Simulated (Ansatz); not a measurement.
Computed against measured: atomisation enthalpy at 298 K

8 molecules with open shells; the atomisation enthalpy at 298 K in kJ/mol, computed less measured. Shapes, held fixed at every level: PBE0-D4/def2-TZVP. Flexible molecules stand in one conformer, not always the lowest. Thermal terms are harmonic and unscaled (PBE0-D4/def2-TZVP); the spin-orbit lowering of the free atoms is taken from their spectra. Programs: Ansatz 0.2.0. Measured values: Active Thermochemical Tables.

Levels: A = CCSD(T)/def2-TZVPP; B = CCSD/def2-TZVPP; C = CCSD(T)/CBS estimate.

```
                    molecule  from tabulated heats    A     B    C
N2H (dinitrogen monohydride)                   913  -54   -88   -7
   C2HO (ethynyloxy radical)                  1723  -64  -113  -13
        CH3 (methyl radical)                  1224  -25   -32   -1
CH3O (hydroxymethyl radical)                  1636  -47   -71   -1
   N2H3 (hydrazinyl radical)                  1374  -64   -94   -1
      C2H3O (acetyl radical)                  2347  -68  -113   -8
C3H3 (cyclopropenyl radical)                  2318  -73  -117  -11
        C2H5O (SMILES CC[O])                  2784  -69  -104   -4
```

Q: Sum up the errors.

A: 
| level | kind | mean error | mean absolute error | worst case |
| --- | --- | --- | --- | --- |
| CCSD(T)/def2-TZVPP | coupled cluster or CI | -58.0 | 58.0 | C3H3 |
| CCSD/def2-TZVPP | coupled cluster or CI | -91.5 | 91.5 | C3H3 |
| CCSD(T)/CBS estimate | coupled cluster or CI | -5.8 | 5.8 | C2HO |

On this set CCSD(T)/CBS estimate has the smallest mean absolute error and CCSD/def2-TZVPP the largest. CCSD(T)/def2-TZVPP is too low in 8 of 8; CCSD/def2-TZVPP is too low in 8 of 8; CCSD(T)/CBS estimate is too low in 8 of 8. Correlated wave functions converge slowly with the basis. CCSD also lacks the triples, which bind further. Spin contamination: N2H (⟨S²⟩ up to 0.85), C2HO (⟨S²⟩ up to 0.81). Open shells run unrestricted. The CBS estimate extrapolates MP2 from def2-TZVPP and def2-QZVPP and adds CCSD(T) − MP2 in the triple-zeta set, cores frozen. The set is small.
